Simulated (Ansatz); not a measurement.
Ir: from a trial structure to a relaxed crystal

Method: Ansatz 0.2.0, DFT PBEsol, scalar-relativistic, plane waves, PAW. Cutoff 420 eV, Γ-centred k mesh, Gaussian smearing, no spin polarisation in the final step.

The start puts Ir on the diamond structure type (Fd-3m, No. 227), at a guessed volume.

```
Ir
1.0
     0.00000    2.53803    2.53803
     2.53803    0.00000    2.53803
     2.53803    2.53803    0.00000
Ir
2
Direct
  0.50000 0.50000 0.50000
  0.75000 0.75000 0.75000
```

Cell and atoms relax at zero pressure; the relaxation can't lower the symmetry of the start. After a coarse first stage the cell is made exact in the group found at 0.06 Å.

Energies count from the standard state of Ir at the same level.

**Question.** Describe the relaxed structure.

**Answer.** It keeps Fd-3m (No. 227). The result has the diamond structure. Conventional cell: a = 5.505 Å. Ir is coordinated by 4 Ir at 2.38 Å.

Space group Fd-3m:1 (No. 227). a = 5.505 Å, b = 5.505 Å, c = 5.505 Å, α = 90.00°, β = 90.00°, γ = 90.00°
| atom | site | symmetry | x | y | z |
| --- | --- | --- | --- | --- | --- |
| Ir | 8a | -43m | 0.5000 | 0.0000 | 0.5000 |

**Question.** What are its volume, energy, density and gap?

**Answer.** The volume per atom is 20.85 Å³, the density is 15.31 g/cm³ and the energy over the standard structure is 1.21 eV/atom. The gap on the 14×14×14 mesh is 0 eV (a metal).

The final run used a 14×14×14 mesh on its 2-atom cell and 0.10 eV smearing. For metals, differences of a few meV/atom aren't resolved. Spin–orbit coupling is left out. Symmetry constrained the relaxation, so the result can be a saddle point. The steps took roughly 13 core-seconds in all.